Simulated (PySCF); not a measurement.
Molecule: `F[SiH2][SiH3]`, FH5Si2.

Geometry (Å), atoms numbered from 1 in this order:
```xyz
8

F     1.8748    0.2089    1.3190
Si    1.2134   -0.0082   -0.1580
Si   -1.1162    0.1077    0.0536
H     1.6506   -1.3397   -0.6728
H     1.7343    1.0600   -1.0617
H    -1.5207    1.4450    0.5828
H    -1.6030   -0.9576    0.9811
H    -1.7359   -0.0941   -1.2934
```

Geometry PBE0-D3(BJ)/def2-SVP throughout; GIAO in PySCF 2.14.0 with density-fitted response routines, gas phase, one conformer, non-relativistic; equivalent atoms averaged; functional PBE0.

For orientation, 6-31G* gives these shifts δ (against CFCl3, TMS at the same level): F1 -229.6, Si2 36.9, Si3 -71.6, H4/H5 5.94, H6/H7/H8 3.64 ppm.

A run gave: F1 -239.4, Si2 3.6, Si3 -112.4, H4/H5 5.73, H6/H7/H8 3.59 ppm (shifts δ (against CFCl3, TMS at the same level)).

Task: Which basis set was used in that run?
A. STO-3G
B. pcSseg-2
C. pcSseg-0
D. aug-cc-pVDZ
E. 6-31G

Result: B. Si3 tells them apart best: pcSseg-2 gives -112.4, aug-cc-pVDZ gives -102.1, 6-31G gives -81.9, STO-3G gives -92.0, pcSseg-0 gives -167.6 ppm.
